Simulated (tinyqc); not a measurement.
Worked calculation: geometry optimisation on the UHF/sto-3g surface (energies and gradients from PySCF), for BH2, spin multiplicity 2. Computed by tinyqc, a small Python program that keeps every step (integrals from PySCF). Settings: charge = 0, multiplicity = 2, basis = sto-3g, optimiser = bfgs, first Hessian = 0.3, largest step = 0.5, iteration cap = 30. Command: `OMP_NUM_THREADS=1 python tinyqc.py 23590 23591 out.jsonl` (the two numbers bound the seeds that draw the settings). One thread of a shared host (Intel(R) Xeon(R) Processor @ 2.60GHz), about 0.6 s of CPU time with the checks.

## Step 1: energy and gradient

positions at the start (bohr), order 1B, 2H, 3H:
```
[[0.00000, -0.04724, 0.08126],
 [0.00945, 1.93130, 1.12628],
 [0.00567, -1.81792, 1.03935]]
```

Self-consistent energy and analytic gradient at these positions.

energy = -25.4030570 hartree

gradient (hartree/bohr), order 1B, 2H, 3H:
```
[[0.0001578, -0.0863651, 0.0308165],
 [0.0000699, 0.0137556, 0.0078352],
 [-0.0002277, 0.0726095, -0.0386516]]
```

## Step 1: move

Quasi-Newton step p = -H^(-1) g (first H = 0.3 times the unit matrix); steps longer than 0.5 bohr are cut back.

positions after step 1 (bohr), order 1B, 2H, 3H:
```
[[-0.00053, 0.24064, -0.02146],
 [0.00922, 1.88545, 1.10016],
 [0.00643, -2.05995, 1.16819]]
```

## Step 2: energy and gradient

As before.

energy = -25.3790464 hartree

gradient (hartree/bohr), order 1B, 2H, 3H:
```
[[0.0001621, 0.1664192, 0.0030969],
 [-0.0004468, -0.0835148, -0.0505461],
 [0.0002848, -0.0829044, 0.0474491]]
```

## Step 2: move

inverse Hessian in use (bohr^2/hartree):
```
[[3.33334, -0.00104, 0.00121, 0.00000, -0.00060, -0.00038, 0.00000, 0.00164, -0.00083],
 [-0.00104, 2.02172, 0.00801, 0.00336, 0.62863, 0.37998, -0.00232, 0.68298, -0.38799],
 [0.00121, 0.00801, 3.49461, -0.00083, -0.15104, -0.09385, -0.00038, 0.14303, -0.06742],
 [0.00000, 0.00336, -0.00083, 3.33333, -0.00088, -0.00052, 0.00001, -0.00248, 0.00134],
 [-0.00060, 0.62863, -0.15104, -0.00088, 3.16636, -0.09860, 0.00148, -0.46166, 0.24964],
 [-0.00038, 0.37998, -0.09385, -0.00052, -0.09860, 3.27518, 0.00090, -0.28138, 0.15200],
 [0.00000, -0.00232, -0.00038, 0.00001, 0.00148, 0.00090, 3.33333, 0.00085, -0.00052],
 [0.00164, 0.68298, 0.14303, -0.00248, -0.46166, -0.28138, 0.00085, 3.11201, 0.13835],
 [-0.00083, -0.38799, -0.06742, 0.00134, 0.24964, 0.15200, -0.00052, 0.13835, 3.24876]]
```

Quasi-Newton step p = -H^(-1) g (the inverse Hessian comes from BFGS updates; coordinates in the order x, y, z of each atom); steps longer than 0.5 bohr are cut back.

positions after step 2 (bohr), order 1B, 2H, 3H:
```
[[-0.00079, 0.05090, -0.03592],
 [0.00978, 1.99063, 1.16399],
 [0.00613, -1.97540, 1.11882]]
```

## Step 3: energy and gradient

As before.

energy = -25.4056917 hartree

gradient (hartree/bohr), order 1B, 2H, 3H:
```
[[-0.0003059, 0.0135545, -0.0425224],
 [0.0001517, 0.0207363, 0.0180150],
 [0.0001542, -0.0342908, 0.0245074]]
```

## Step 3: move

inverse Hessian in use (bohr^2/hartree):
```
[[3.33333, -0.00515, 0.00004, 0.00001, 0.00225, 0.00145, -0.00001, 0.00289, -0.00149],
 [-0.00515, 2.32263, -0.57676, 0.00518, 0.87167, 0.59664, -0.00003, 0.13903, -0.01988],
 [0.00004, -0.57676, 3.40375, 0.00112, 0.20437, 0.12709, -0.00116, 0.37239, -0.19750],
 [0.00001, 0.00518, 0.00112, 3.33332, -0.00310, -0.00207, 0.00001, -0.00208, 0.00095],
 [0.00225, 0.87167, 0.20437, -0.00310, 2.80441, -0.35659, 0.00085, -0.34274, 0.15222],
 [0.00145, 0.59664, 0.12709, -0.00207, -0.35659, 3.09536, 0.00063, -0.24006, 0.11089],
 [-0.00001, -0.00003, -0.00116, 0.00001, 0.00085, 0.00063, 3.33334, -0.00082, 0.00054],
 [0.00289, 0.13903, 0.37239, -0.00208, -0.34274, -0.24006, -0.00082, 3.53705, -0.13233],
 [-0.00149, -0.01988, -0.19750, 0.00095, 0.15222, 0.11089, 0.00054, -0.13233, 3.41995]]
```

As before.

positions after step 3 (bohr), order 1B, 2H, 3H:
```
[[0.00036, -0.02867, 0.12772],
 [0.00926, 1.92030, 1.10199],
 [0.00550, -1.82548, 1.01718]]
```

## Convergence

Stop when the largest gradient component is below 3e-5 hartree/bohr. The inverse Hessian follows the BFGS update with s = step, y = change of gradient.

Course of the optimisation:
```
step  E (hartree)  largest gradient (hartree/bohr)
1     -25.4030570                         8.64e-02
2     -25.3790464                         1.66e-01
3     -25.4056917                         4.25e-02
4     -25.4025717                         7.56e-02
5     -25.4102463                         7.17e-03
6     -25.4103450                         1.62e-03
7     -25.4103488                         4.47e-05
8     -25.4103489                         1.48e-05
```

Final distances (angstrom):
```
pair   distance
2H-1B   1.16141
3H-1B   1.16141
3H-2H   2.04608
```

Converged in 8 steps.
